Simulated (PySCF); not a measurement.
C3H3Cl3.
Bonds: C1–C2 (double), C2–C3, C3–Cl4, C3–Cl5, C3–Cl6. Hydrogens: H7, H8 on C1; H9 on C2.

The calculation used core-valence-separated Tamm–Dancoff BHandHLYP/aug-pcX-1 (pcseg-1 on H, def2-SVPD on Cl) in PySCF, non-relativistic, gas phase, PBE0-D3(BJ)/def2-SVP geometry.

Computed carbon K-edge spectrum, Gaussian lines of 0.6 eV full width, highest printed point 100; it ends one width below the last computed root. BHandHLYP without relativity tends to put these K edges a few eV too low, so spacings mean more than positions.

```tsv
photon energy (eV)	absorption
281.5	0
281.6	1
281.7	1
281.8	4
281.9	8
282.0	14
282.1	21
282.2	29
282.3	33
282.4	34
282.5	33
282.6	31
282.7	31
282.8	32
282.9	32
283.0	30
283.1	24
283.2	17
283.3	11
283.4	6
283.5	3
283.6	1
283.7	0
283.8	0
283.9	0
284.0	0
284.1	0
284.2	0
284.3	0
284.4	0
284.5	0
284.6	0
284.7	0
284.8	0
284.9	0
285.0	0
285.1	0
285.2	0
285.3	0
285.4	0
285.5	0
285.6	1
285.7	2
285.8	4
285.9	7
286.0	10
286.1	13
286.2	15
286.3	15
286.4	14
286.5	13
286.6	12
286.7	12
286.8	15
286.9	21
287.0	32
287.1	49
287.2	69
287.3	88
287.4	100
```

Q: Assign the maxima to core holes.

A: 3 maxima:
- 282.4 eV: C1 (terminal =CH2 carbon), 282.33 eV, f = 0.062, 1s→π*, 91 % of the height at the exact maximum
- 282.9 eV: C2 (alkene CH carbon), 282.93 eV, f = 0.057, 1s→π*, 89 % of the height at the exact maximum
- 286.3 eV: C1 (terminal =CH2 carbon), 286.24 eV, f = 0.013, 46 % of the height at the exact maximum; C2 (alkene CH carbon), 286.12 eV, f = 0.012, 35 % of the height at the exact maximum

Further lines of some strength in the range: C1, 287.00 eV, f = 0.014; C2, 287.32 eV, f = 0.010; C3, 287.39 eV, f = 0.081.

Roots within 0.03 eV on the same or equivalent atoms count as one line; shares under 12 % aren't listed.

Vibrational structure and lifetime widths aren't in the curve. The ionisation threshold wasn't computed; near and above it a finite basis only mimics Rydberg series and continuum.

The values belong to the conformer `[CH2:1]=[CH:2][C:3]([Cl:4])([Cl:5])[Cl:6]`: C1–C2–C3–Cl4 -2°.
